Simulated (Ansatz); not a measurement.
Mulliken charges of CH₃BO (`[BH3-]C#[O+]`) from r2SCAN/def2-TZVPP in Ansatz (PBE0-D4/def2-TZVP geometry).

```
atom   x (Å)   y (Å)   z (Å)  charge (e)
  B1  -0.275   0.420  -0.200      -0.273
  C2   0.494  -0.756   0.359       0.255
  O3   1.068  -1.632   0.776      -0.034
  H4  -1.437   0.121  -0.050       0.017
  H5   0.070   0.485  -1.357       0.017
  H6   0.080   1.361   0.471       0.017
```

By hand: the dipole of these point charges (1 e Å = 4.8032 D).

Σ q r = (0.143, -0.219, 0.104) e Å, of length 0.281 e Å = 1.35 D.

How does the dipole of the full density compare? (An estimate is asked.)

Ansatz gave: (0.133, -0.203, 0.096) e Å, 1.25 D; the point charges give 1.08 times that, at 0° from its direction.

Point charges leave out the atoms' own dipoles, such as those of lone pairs, and Mulliken's split depends on the basis, so the close match here is no proof of good charges.
